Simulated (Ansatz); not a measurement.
## Diamond-structure Si

Computed with HSE06 (PAW; Ansatz, a first-principles code).

Numerical settings: plane-wave cutoff 460 eV, 8×8×8 k mesh, Fermi–Dirac smearing 0.01 eV, scalar-relativistic PAW data made under PBE.

Cell (relaxed at this level):

```cif
data_Si8
_chemical_formula_sum 'Si8'
_space_group_name_H-M_alt 'Fd-3m :1'
_space_group_IT_number 227
_space_group_name_Hall 'F 4d 2 3 -1d'
_cell_length_a 5.43959
_cell_length_b 5.43959
_cell_length_c 5.43959
_cell_angle_alpha 90.000
_cell_angle_beta 90.000
_cell_angle_gamma 90.000
loop_
_atom_site_label
_atom_site_type_symbol
_atom_site_symmetry_multiplicity
_atom_site_Wyckoff_symbol
_atom_site_fract_x
_atom_site_fract_y
_atom_site_fract_z
_atom_site_occupancy
Si1 Si 8 b 0.50000 0.50000 0.50000 1
```
(The calculation used a cell of 2 atoms; values per cell refer to that cell.)

```json
{
 "bulk_modulus": "98.3 GPa",
 "band_gap": "1.13 eV (indirect)",
 "smallest_direct_gap_on_the_k_points_sampled": "3.31 eV",
 "width_of_the_whole_s_p_valence_band": "13.25 eV",
 "pressure derivative B′ of the bulk modulus": "4.2"
}
```

Measured, for comparison: bulk modulus 101 GPa (0 K value with zero-point phonon effects removed; as tabulated in Sun et al. (2011), doi:10.1103/physrevb.84.035117). Computed (rounded) less measured: bulk modulus -3 %.

The computed numbers hold no vibrational or temperature effects.

The result took around 10 core-minutes (rough).
